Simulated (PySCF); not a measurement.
# C2H5N: the cost of one run

Program: PySCF 2.14.0. Level of theory: levels as typed in each script, gas phase, geometry from GFN2-xTB. These are calculated values, not measurements.

### Step 1. Starting geometry

SMILES `C1NC1`, 8 atoms, charge 0, spin multiplicity 1.

Bond lengths: C1–N2 1.444 Å, C1–C3 1.477 Å, C1–H4 1.081 Å, C1–H5 1.084 Å, N2–C3 1.444 Å, N2–H6 1.015 Å, C3–H7 1.081 Å, C3–H8 1.084 Å. Angles: N2–C1–C3 59.2°, N2–C1–H4 114.6°, N2–C1–H5 119.8°, C3–C1–H4 119.0°, C3–C1–H5 118.9°, H4–C1–H5 114.4°, C1–N2–C3 61.5°, C1–N2–H6 114.1°, C3–N2–H6 114.1°, C1–C3–N2 59.2°, C1–C3–H7 119.0°, C1–C3–H8 118.9°, N2–C3–H7 114.6°, N2–C3–H8 119.8°, H7–C3–H8 114.4°.

Geometry (Å):

```xyz
8

C     0.7387   -0.3903    0.0271
N    -0.0001    0.8346   -0.1692
C    -0.7386   -0.3903    0.0271
H     1.2629   -0.7460   -0.8492
H     1.2625   -0.5597    0.9612
H     0.0000    1.4531    0.6360
H    -1.2628   -0.7461   -0.8492
H    -1.2625   -0.5597    0.9612
```

### Step 2. Localised orbitals (PBE0/def2-svpd)

Input file input.py:

```python
import numpy as np
from pyscf import gto, scf, dft, lo
from pyscf.data.elements import chemcore

def solve(mol, dm0=None, hcore=None):
    mf = (dft.UKS if mol.spin else dft.RKS)(mol, xc='pbe0')
    mf.grids.level = 3
    mf = mf.density_fit(auxbasis='def2-universal-jkfit')
    mf.conv_tol, mf.max_cycle = 1e-8, 80
    if hcore is not None:
        mf.get_hcore = lambda *args: hcore
    mf.kernel(dm0)
    if not mf.converged:
        mf = mf.newton().run(mf.mo_coeff, mf.mo_occ, max_cycle=30)
    assert mf.converged, 'SCF not converged'
    return mf

mol = gto.M(atom='''
C      0.73866    -0.39026     0.02705
N     -0.00005     0.83456    -0.16924
C     -0.73862    -0.39032     0.02705
H      1.26289    -0.74603    -0.84918
H      1.26253    -0.55966     0.96120
H     -0.00004     1.45313     0.63604
H     -1.26283    -0.74612    -0.84917
H     -1.26247    -0.55975     0.96121
''', basis='def2-svpd', charge=0, spin=0, verbose=4)
mf = solve(mol)
occ_all = mf.mo_coeff[:, mf.mo_occ > 0]
occ = occ_all[:, chemcore(mol):]
loc = lo.ibo.ibo(mol, occ, iaos=lo.iao.iao(mol, occ_all))
fock, s = mf.get_fock(), mf.get_ovlp()
ortho = lo.orth_ao(mol, 'meta_lowdin')
ortho = lo.vec_lowdin(lo.iao.iao(mol, occ_all), s)
labels = lo.iao.reference_mol(mol).ao_labels(fmt=None)
vir = lo.vvo.livvo(mol, occ_all, mf.mo_coeff[:, mf.mo_occ == 0])
both = np.hstack([loc, vir])
p = (ortho.T @ s @ both) ** 2
pop = np.array([p[[l[0] == a for l in labels]].sum(0) for a in range(mol.natm)])
spd = np.array([[p[[l[0] == a and l[2][-1] == k for l in labels]].sum(0) for k in 'spd'] for a in range(mol.natm)])
eps = np.einsum('pi,pq,qi->i', both, fock, both)
for i in np.argsort(eps):
    top = np.argsort(-pop[:, i])[:3]
    print('%3d %s %9.4f Eh ' % (i + 1, 'occ' if i < loc.shape[1] else 'vir', eps[i]), '  '.join('%s%d %.3f' % (mol.atom_symbol(a), a + 1, pop[a, i]) for a in top))
np.savez('result.npz', c=both, nocc=loc.shape[1], pop=pop, spd=spd, eps=eps, e=mf.e_tot)
```

The run is started by

```sh
OMP_NUM_THREADS=1 python input.py
```

**Question.** How long does this run take on 1 thread of Arm Neoverse V2, shared host, and how much memory does it need?

About 5.7 s, with a peak of 0.4 GiB.
